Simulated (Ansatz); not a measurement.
## B–AlH₂, triplet: the ladder up to full CI

Geometry: a point of a stretch scan, not a stationary point.

```xyz
4

B     0.0000    0.0067    1.5477
Al    0.0000    0.0067   -0.5316
H     0.0000   -1.4046   -1.2521
H     0.0000    1.1538   -1.1173
```

Basis 6-31G; Ansatz 0.2.0. Correlated methods freeze the noble-gas cores, which leaves 8 electrons in 20 orbitals. R marks a restricted (for open shells ROHF) determinant, U an unrestricted one. Active spaces: valence = (8e, 10o) chosen from the atoms' valence shells; pair = (4e, 4o) about the gap.

Full CI is exact within this basis and frozen core; it isn't the basis-set limit. The frozen core follows each run's orbitals, which can shift R against U totals by a few meV.

For open shells CISD is restricted-active-space CI with the open shells as a complete middle space.

The UHF ⟨S²⟩ is 2.002. The T1 diagnostic (RCCSD) is 0.0311 and the largest doubles amplitude (RCCSD) is 0.048. The T1 diagnostic (UCCSD) is 0.0294.

| level | E − E(RHF) (eV) |
| --- | --- |
| UHF | -0.0126 |
| RMP2 | -1.5198 |
| UMP2 | -1.5238 |
| RCCSD | -2.2232 |
| UCCSD | -2.2243 |
| RCCSD(T) | -2.2720 |
| UCCSD(T) | -2.2725 |

Task: Estimate how far full CI in 6-31G lies from RCCSD(T). The table doesn't fix it; the size of (T) and the diagnostics are the guide.

Result: Full CI in 6-31G lies 1.07 mEh below RCCSD(T), which is 60 % of the (T) step (-1.79 mEh). T1 is raised, and the rest is a large part of (T).

The other levels:

| level | E − E(full CI) (mEh) | share of correlation (%) | wall time |
| --- | --- | --- | --- |
| CISD | 6.21 | 92.65 | 0.54 s |
| BCCD(T) | 0.97 | 98.85 | 0.93 s |
| RCCSDT | 0.13 | 99.85 | – |
| UCCSDT | 0.12 | 99.86 | – |
| RCCSDT(Q) | 0.04 | 99.95 | 3.1 s |
| UCCSDT(Q) | 0.03 | 99.96 | 2.8 s |
| CASSCF (pair space) | 69.70 | 17.58 | – |
| NEVPT2 (pair space) | 25.59 | 69.74 | 0.54 s |
| MRCISD (pair space) | 5.05 | 94.03 | – |
| MRCISD+Q (pair space) | 0.54 | 99.37 | 0.9 s |
| CASSCF (valence space) | 22.39 | 73.52 | – |
| NEVPT2 (valence space) | 7.07 | 91.64 | 3.5 s |
| MRCISD (valence space) | 0.76 | 99.10 | – |
| MRCISD+Q (valence space) | 0.37 | 99.56 | 6 s |

The correlation energy at full CI, counted from RHF, is -2.301 eV. That run took 67 s on 1 thread of Arm Neoverse V1, shared host over 11,708,928 determinants.

Times hold each run's SCF and search for its determinant on a shared host, so for small cases they say little of a method's own cost; they ran on 1 thread of Arm Neoverse V1.

The full-CI state has the irrep A'' of Cs, in the program's axes.

Natural occupations of full CI about the gap: 1.974 1.961 1.931 0.992 0.983 0.042 0.031 0.027 0.019 0.014; effectively unpaired electrons, Σ n²(2−n)², 2.04.
